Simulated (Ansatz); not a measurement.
Basis-set extrapolation for `C/C=C/N` (PBE0-D4/def2-TZVP geometry, frozen core, Ansatz 0.2.0). Multiplicity 1, RHF reference.

```json
{"": "HF", "def2-TZVPP": "-172.174701", "def2-QZVPP": "-172.183020"}
{"": "MP2 correlation", "def2-TZVPP": "-0.718076", "def2-QZVPP": "-0.765231"}
{"": "CCSD(T) correlation", "def2-TZVPP": "-0.785349", "def2-QZVPP": "not run"}
```

Energies in hartree. Use E(X) = E(∞) + A·exp(−7.88·√X) for Hartree–Fock and E(X) = E(∞) + B·X^(−2.97) for correlation, with X = 3 and 4, and add CCSD(T) minus MP2 of the smaller set to the MP2 limit.

Q: What is the CCSD(T) energy at the basis-set limit?

A: HF limit: -172.183020 + (-0.008319) × 0.13774 = -172.18417. MP2 limit: -0.765231 + (-0.047155) × 0.74074 = -0.80016. Higher-order term: -0.785349 − (-0.718076) = -0.06727. Total: -173.05160 hartree, 2.49 eV below CCSD(T)/def2-TZVPP.
